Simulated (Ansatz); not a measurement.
Basis-set extrapolation for C3H5NS (`CC1N=C1S`) (PBE0-D4/def2-TZVP geometry, frozen core, Ansatz 0.2.0). Multiplicity 1, RHF reference.

```tsv
	def2-TZVPP	def2-QZVPP
HF	-568.496639	-568.515452
MP2 correlation	-0.868213	-0.927993
CCSD(T) correlation	-0.946396	not run
```

Energies in hartree. Use E(X) = E(∞) + A·exp(−7.88·√X) for Hartree–Fock and E(X) = E(∞) + B·X^(−2.97) for correlation, with X = 3 and 4, and add CCSD(T) minus MP2 of the smaller set to the MP2 limit.

Task: What is the CCSD(T) energy at the basis-set limit?

Result: HF limit: -568.515452 + (-0.018813) × 0.13774 = -568.51804. MP2 limit: -0.927993 + (-0.059780) × 0.74074 = -0.97227. Higher-order term: -0.946396 − (-0.868213) = -0.07818. Total: -569.56849 hartree, 329.4 kJ/mol below CCSD(T)/def2-TZVPP.
